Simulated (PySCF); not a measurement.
# [SiPNH5]− (SMILES N[SiH-]P), step by step

We compute a geometry optimisation (HF/6-311+G**), then vibrational wavenumbers, then a single-point energy (MP2/def2-SVP), then ionisation energies (EOM-CCSD/3-21G) of [SiPNH5]−. Input form: a Python script.

Program for the calculation: PySCF 2.14.0.

## 1. The system as given

[SiPNH5]− has 8 atoms, charge -1, and is taken as a singlet. As SMILES, `N[SiH-]P`. All atoms were displaced at random from a relaxed shape. The run starts from this shape.

Bond lengths: N1–Si2 1.762 Å, Si2–P3 2.245 Å, N1–H4 1.014 Å, N1–H5 1.085 Å, Si2–H6 1.473 Å, P3–H7 1.202 Å, P3–H8 1.399 Å. Angles: N1–Si2–P3 103.6°, N1–Si2–H6 94.4°, P3–Si2–H6 92.6°, Si2–N1–H4 107.7°, Si2–N1–H5 111.0°, Si2–P3–H7 94.7°, Si2–P3–H8 86.4°, H4–N1–H5 102.5°, H7–P3–H8 95.7°.

## 2. A structure relaxation at HF/6-311+G(d,p) (density fitting with cc-pvtz-jkfit) (run 1)

calc.py reads:

```python
from pyscf import gto
from pyscf.geomopt.geometric_solver import kernel as optimise

mol = gto.Mole()
mol.atom = [
    ('N', (-0.672126, 1.019287, -0.917172)),
    ('Si', (-0.017211, 0.480223, 0.627221)),
    ('P', (0.999990, -1.456232, 0.120709)),
    ('H', (-1.298732, 0.296670, -1.254760)),
    ('H', (-1.339472, 1.864805, -0.783574)),
    ('H', (1.232721, 1.248275, 0.492868)),
    ('H', (1.547970, -1.562010, 1.184917)),
    ('H', (-0.188422, -2.080867, 0.514391)),
]
mol.verbose = 4
mol.max_memory = 1860
mol.basis = '6-311+g**'
mol.charge = -1
mol.build()

mf = mol.RHF()
mf = mf.density_fit(auxbasis='cc-pvtz-jkfit')
converged, mol_eq = optimise(mf, maxsteps=100)
print('converged:', converged)
print(mol_eq.tostring())

mf.reset(mol_eq)
mol = mol_eq
mf.kernel()
energy = mf.e_tot
print('E(%s) = %.9f' % ('HF', energy))
```

On the command line:

```bash
$ OMP_NUM_THREADS=1 python calc.py
```

The program printed:

```text
PySCF version 2.14.0

[... 83 lines left out ...]
WARN: Mole.unit (angstrom) is changed to Bohr
[... 318 lines left out ...]
converged SCF energy = -687.052722712176
[... 411 lines left out ...]
converged SCF energy = -687.06108012165
[... 397 lines left out ...]
converged SCF energy = -687.061653050997
[... 397 lines left out ...]
converged SCF energy = -687.062358778567
[... 243 lines left out ...]
converged SCF energy = -687.062361046789
E(HF) = -687.062361047
```

Run time: 2.4 min. Hardware: 1 thread of Intel Xeon at 2.50GHz (Skylake/Cascade Lake), shared host; peak memory 0.27 GiB.

Step by step:

```csv
step,energy from the first frame kept (eV),largest force (eV/Å)
0,0.0000,8.2985
2,-1.2721,0.5897
4,-1.2926,0.0878
6,-1.3426,1.1361
8,-1.4463,0.7645
10,-1.5200,0.3085
12,-1.5301,0.0903
14,-1.5326,0.0800
16,-1.5356,0.1626
18,-1.5422,0.2128
20,-1.5540,0.0802
22,-1.5548,0.0162
24,-1.5548,0.0023
25,-1.5548,0.0009
```

After the run. Bond lengths: N1–Si2 1.801 Å, Si2–P3 2.423 Å, N1–H4 1.000 Å, N1–H5 0.998 Å, Si2–H6 1.528 Å, P3–H7 1.416 Å, P3–H8 1.416 Å. Angles: N1–Si2–P3 100.9°, N1–Si2–H6 98.2°, P3–Si2–H6 89.9°, Si2–N1–H4 119.9°, Si2–N1–H5 115.7°, Si2–P3–H7 99.7°, Si2–P3–H8 102.2°, H4–N1–H5 109.3°, H7–P3–H8 94.6°.

## 3. Vibrational wavenumbers at HF/6-311+G(d,p) (density fitting with cc-pvtz-jkfit) (run 2)

job.py reads:

```python
from pyscf import gto, symm
from pyscf.hessian import thermo

system = gto.M(
    atom=[
    ('N', (-0.959466, 1.378259, -0.945888)),
    ('Si', (-0.104220, 0.860513, 0.551595)),
    ('P', (0.527550, -1.402996, -0.039664)),
    ('H', (-0.622078, 1.084510, -1.840179)),
    ('H', (-1.953467, 1.297136, -0.925654)),
    ('H', (1.296553, 1.346240, 0.181879)),
    ('H', (1.647077, -1.568088, 0.811713)),
    ('H', (-0.342478, -2.176398, 0.765750)),
],
    spin=0,
    basis='6-311+g**',
    max_memory=1860,
    charge=-1,
    verbose=4,
)

myscf = system.RHF()
myscf = myscf.density_fit(auxbasis='cc-pvtz-jkfit')
myscf.kernel()

etot = myscf.e_tot
print('E = %.10f Eh' % etot)
hess = myscf.Hessian().kernel()
modes = thermo.harmonic_analysis(system, hess)
thermo.dump_normal_mode(system, modes)
symm.geom.TOLERANCE = 1e-3  # for the symmetry number
th = thermo.thermo(myscf, modes['freq_au'], 1200, 101325)
thermo.dump_thermo(system, th)
```

On the command line:

```bash
$ OMP_NUM_THREADS=1 python job.py
```

The program printed:

```text
PySCF version 2.14.0

[... 63 lines left out ...]
converged SCF energy = -687.062361046775
[... 87 lines left out ...]
Gibbs free energy [Eh] -687.17700
```

Run time: 1.8 min. Hardware: 1 thread of Intel Xeon at 2.50GHz (Skylake/Cascade Lake), shared host; peak memory 1.1 GiB.

## 4. The energy at MP2/def2-SVP (density fitting with cc-pvtz-jkfit) (run 3)

run.py reads:

```python
# N[SiH-]P
from pyscf import gto, mp

mol = gto.M(
    atom='''
N     -0.862560     1.252131    -0.767757
Si    -0.007314     0.734385     0.729726
P      0.624456    -1.529124     0.138467
H     -0.525172     0.958382    -1.662048
H     -1.856561     1.171008    -0.747523
H      1.393459     1.220112     0.360010
H      1.743983    -1.694216     0.989844
H     -0.245572    -2.302526     0.943881
''',
    basis='def2-svp',
    spin=0,
    max_memory=1860,
    charge=-1,
    verbose=3,
)

mf = mol.RHF()
mf = mf.density_fit(auxbasis='cc-pvtz-jkfit')
mf.kernel()

pt = mp.MP2(mf, frozen=11).run()
etot = pt.e_tot
print(f'total energy: {etot:.8f} hartree')
mf.analyze()
```

On the command line:

```bash
$ OMP_NUM_THREADS=1 python run.py
```

The program printed:

```text
converged SCF energy = -686.778523291893
[... 13 lines left out ...]
MO #10  energy= -3.99880023454455  occ= 2
[... 12 lines left out ...]
MO #23  energy= 0.358048746754589  occ= 0
[... 12 lines left out ...]
MO #36  energy= 0.85690917120242   occ= 0
[... 12 lines left out ...]
MO #49  energy= 1.24739752106757   occ= 0
[... 12 lines left out ...]
MO #62  energy= 2.12755781691992   occ= 0
[... 12 lines left out ...]
MO #75  energy= 3.93211237534133   occ= 0
[... 10 lines left out ...]
WARN: System has nonzero charge -1; the dipole moment is origin-dependent.
Location of origin: [0. 0. 0.]

Dipole moment(X, Y, Z, Debye): -1.40749, -0.89088, -2.77813
```

It took 6.4 s on 1 thread of Intel Xeon at 2.50GHz (Skylake/Cascade Lake), shared host; peak memory 0.14 GiB.

## 5. Ionisation energies at EOM-CCSD/3-21G (root kind ip) (run 4)

mol.xyz reads:

```xyz
8

N     -0.862560     1.252131    -0.767757
Si    -0.007314     0.734385     0.729726
P      0.624456    -1.529124     0.138467
H     -0.525172     0.958382    -1.662048
H     -1.856561     1.171008    -0.747523
H      1.393459     1.220112     0.360010
H      1.743983    -1.694216     0.989844
H     -0.245572    -2.302526     0.943881
```

run.py reads:

```python
import numpy
from pyscf import gto, scf, cc

system = gto.M(
    atom='mol.xyz',
    verbose=3,
    charge=-1,
    max_memory=1860,
    basis='3-21g',
)

calc0 = scf.RHF(system)
calc0.kernel()

mycc = cc.CCSD(calc0, frozen=11)
mycc.kernel()
e_final = mycc.e_tot
print('E = %.10f Eh' % e_final)

e, vec = mycc.ipccsd(nroots=2)
roots = numpy.atleast_1d(e) * 27.211386
print('EOM-IP-CCSD roots (eV)')
for i, w in enumerate(roots, 1):
    print('%3d %10.4f' % (i, w))
```

On the command line:

```bash
$ OMP_NUM_THREADS=1 python run.py
```

The program printed:

```text
converged SCF energy = -683.438517564574
E(CCSD) = -683.6905616997778  E_corr = -0.2520441352039588
E = -683.6905616998 Eh
EOM-IP-CCSD roots (eV)
  1     1.1539
  2     2.7939
```

It took 5.1 s on 1 thread of Intel Xeon at 2.50GHz (Skylake/Cascade Lake), shared host; peak memory 0.12 GiB.

## 6. Results

| quantity | value |
| --- | --- |
| run 1, HF/6-311+G**: total energy at the end | -687.06236 Eh |
| run 1, HF/6-311+G**: HOMO energy | -2.10 eV |
| run 1, HF/6-311+G**: LUMO energy | 4.90 eV |
| run 1, HF/6-311+G**: HOMO–LUMO gap (to an unbound level, set by the basis) | 7.00 eV |
| run 2, HF/6-311+G**: lowest harmonic wavenumber | 129 cm⁻¹ |
| run 2, HF/6-311+G**: highest harmonic wavenumber | 3830 cm⁻¹ |
| run 2, HF/6-311+G**: zero-point energy | 140.6 kJ/mol |
| run 2, HF/6-311+G**: ideal-gas entropy at 1200 K (symmetry number 1 as used) | 114.3 cal/(mol K) |
| run 3, MP2/def2-SVP: total energy | -687.17480 Eh |
| run 3, MP2/def2-SVP: HOMO energy (Hartree–Fock orbitals) | -1.68 eV |
| run 3, MP2/def2-SVP: LUMO energy (Hartree–Fock orbitals) | 8.93 eV |
| run 3, MP2/def2-SVP: HOMO–LUMO gap (to an unbound level, set by the basis) | 10.61 eV |
| run 3, MP2/def2-SVP: correlation energy (11 core orbitals frozen) | -396.3 mEh |
| run 4, EOM-CCSD/3-21G: ground-state or mean-field energy | -683.69056 Eh |
| run 4, EOM-CCSD/3-21G: HOMO energy (Hartree–Fock orbitals) | -1.80 eV |
| run 4, EOM-CCSD/3-21G: LUMO energy (Hartree–Fock orbitals) | 9.46 eV |
| run 4, EOM-CCSD/3-21G: HOMO–LUMO gap (to an unbound level, set by the basis) | 11.25 eV |
| run 4, EOM-CCSD/3-21G: correlation energy (11 core orbitals frozen) | -252.0 mEh |
| run 4, EOM-CCSD/3-21G: T1 diagnostic | 0.011 |
| run 4, EOM-CCSD/3-21G: first ionisation energy | 1.15 eV |

The optimisation (run 1, HF/6-311+G**) took 25 steps and changed the energy by -1.555 eV. Mulliken charges (run 1, HF/6-311+G**) run from -0.74 on N1 to +0.21 on H4; in a basis this large or diffuse they mean little. All 18 modes (run 2, HF/6-311+G**) are real, so the shape is a minimum at this level. Mulliken charges (run 3, MP2/def2-SVP) of the mean-field density run from -0.57 on N1 to +0.17 on Si2.
